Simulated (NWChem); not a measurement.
silicon monoxide (SiO, singlet); SMILES O=[Si]

```xyz
2

Si     0.0000     0.0000     0.5487
O      0.0000     0.0000    -0.9601
```
Atoms are numbered in this order, from 1.

Low-valent species are run as closed-shell singlets; no triplet was tried in these runs. Geometry: optimised at PBE0-D3(BJ)/def2-TZVP.

**Question.** List the 6 lowest vertical singlet excitations and the 6 lowest triplet ones from PBE/6-31+G* (spherical d), full TDDFT (NWChem).

**Answer.** 
```json
[
 {"state": "S1", "energy (eV)": "5.29", "oscillator strength": "0.055", "leading excitation (squared amplitude)": "HOMO → LUMO (0.97)"},
 {"state": "S2", "energy (eV)": "5.29", "oscillator strength": "0.055", "leading excitation (squared amplitude)": "HOMO → LUMO+1 (0.97)"},
 {"state": "S3", "energy (eV)": "5.36", "oscillator strength": "0.000", "leading excitation (squared amplitude)": "HOMO−2 → LUMO+1 (0.50)"},
 {"state": "S4", "energy (eV)": "5.60", "oscillator strength": "0.000", "leading excitation (squared amplitude)": "HOMO−2 → LUMO (0.50)"},
 {"state": "S5", "energy (eV)": "5.60", "oscillator strength": "0.000", "leading excitation (squared amplitude)": "HOMO−2 → LUMO+1 (0.50)"},
 {"state": "S6", "energy (eV)": "7.09", "oscillator strength": "0.001", "leading excitation (squared amplitude)": "HOMO → LUMO+2 (0.51)"},
 {"state": "T1", "energy (eV)": "3.87", "oscillator strength": "spin-forbidden", "leading excitation (squared amplitude)": "HOMO → LUMO (0.99)"},
 {"state": "T2", "energy (eV)": "3.87", "oscillator strength": "spin-forbidden", "leading excitation (squared amplitude)": "HOMO → LUMO+1 (0.99)"},
 {"state": "T3", "energy (eV)": "4.31", "oscillator strength": "spin-forbidden", "leading excitation (squared amplitude)": "HOMO−2 → LUMO (0.50)"},
 {"state": "T4", "energy (eV)": "4.73", "oscillator strength": "spin-forbidden", "leading excitation (squared amplitude)": "HOMO−2 → LUMO+1 (0.50)"},
 {"state": "T5", "energy (eV)": "4.73", "oscillator strength": "spin-forbidden", "leading excitation (squared amplitude)": "HOMO−2 → LUMO (0.50)"},
 {"state": "T6", "energy (eV)": "5.36", "oscillator strength": "spin-forbidden", "leading excitation (squared amplitude)": "HOMO−2 → LUMO+1 (0.50)"}
]
```
